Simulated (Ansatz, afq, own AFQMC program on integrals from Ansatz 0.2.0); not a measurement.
Two steps: Ansatz 0.2.0 writes the Fock matrix and Cholesky factors of the valence space, and afq projects on them the lowest state that overlaps trial and start.

```yaml
crystal:
  periodic: [false, false, false]
  atoms:
    - {symbol: Si, position_ang: [0.000000, 0.000000, 0.000000]}
basis:
  gaussian: {orbitals: aug-cc-pVTZ}
magnetization: {spin_polarized: true, initial_magnetization: 4}
correlation: {method: ccsd_t, electrons: outside_noble_gas, hamiltonian_folder: ham}
```

```sh
$ ansatz run in.yaml --threads 1 --pin off --events-out ev --progress --plain --max-ram 24576MiB --backend cuda --devices 0, --max-vram 18GiB
```

Options of the walk:

```
--method phaseless --trial hf --walkers 4000 --populations 20 --least-time 40 --time-step 0.005 --steps-per-block 20 --equilibration-blocks 112 --max-blocks 4000 --target-error 0.0006000 --factor-cut 1e-05 --start spin_pure --seed 6151 --taylor-order 6
```

Times are imaginary, in 1/Eh. The walk had a cap of 54 s. With eight or more populations the least sampling time is a fifth of least-time, and the error comes from their spread.

afq prints:

```
orbitals 45  electrons 4 0  factors 275 of 284
reference energy -288.76034922 Eh
CCSD correlation -0.02999289 Eh in 8 cycles, weight of the determinant in the CISD state 0.9733
energy of the start -288.760349 Eh
 block  time / (1/Eh)  mean weight  energy / Eh
     1     0.100  1.0001  -288.764099
     2     0.200  1.0001  -288.767159
     3     0.300  1.0002  -288.769711
     4     0.400  1.0001  -288.772067
     5     0.500  1.0002  -288.774132
     7     0.700  1.0001  -288.777203
     9     0.900  1.0001  -288.779880
    13     1.300  0.9999  -288.783739
    21     2.100  1.0000  -288.787452
    25     2.500  1.0000  -288.788711
    29     2.900  0.9999  -288.789619
    37     3.700  0.9998  -288.790638
    45     4.500  0.9999  -288.791341
    53     5.300  0.9999  -288.790913
    61     6.100  1.0000  -288.790683
    69     6.900  0.9999  -288.790499
    77     7.700  1.0000  -288.790930
    85     8.500  0.9999  -288.791859
    93     9.300  1.0000  -288.791060
   101    10.100  1.0000  -288.790439
   109    10.900  0.9999  -288.790819
   117    11.700  1.0001  -288.791366
   125    12.500  1.0000  -288.789958
   133    13.300  1.0001  -288.790080
   141    14.100  1.0000  -288.790195
   149    14.900  1.0000  -288.791269
   157    15.700  0.9999  -288.791026
   165    16.500  0.9999  -288.791741
   173    17.300  0.9999  -288.789848
   181    18.100  0.9999  -288.789624
   189    18.900  1.0000  -288.790355
error from the spread of 20 populations
energy -288.790503 +/- 0.000221 Eh
(rows thinned)
```

The run passed its tests (sampling time, drift between the halves within three errors, error under three times the target), which doesn't prove that it has relaxed.

Against this walk (error 6.0 meV) on the same determinant: CCSD(T) 10.3 meV lower (within the noise), CCSDT(Q) 15.5 meV lower, full CI 15.6 meV lower, a separate phaseless walk with a CISD trial and standard settings 14.8 ± 6.0 meV lower. The error is statistical and leaves out the bias of the constraint.

Cautions: constraint bias not in the error; another spin lies lower (by 3.91 eV).

The walk took 37 s on 1 × NVIDIA H100 80GB HBM3 with 2 threads of AMD EPYC 7R13 Processor (Zen 3), with other jobs on the host (the card was shared). The log's last line is the phaseless energy.

CCSDT and higher add their correlation energy to the determinant of the CCSD(T) run, since their own runs factorise the integrals more tightly (a shift of under 2 meV). A walk keeps the symmetry of its determinant, which the program's search chose and which needn't be the lowest solution, so a lower state of the same spin and another symmetry isn't excluded.
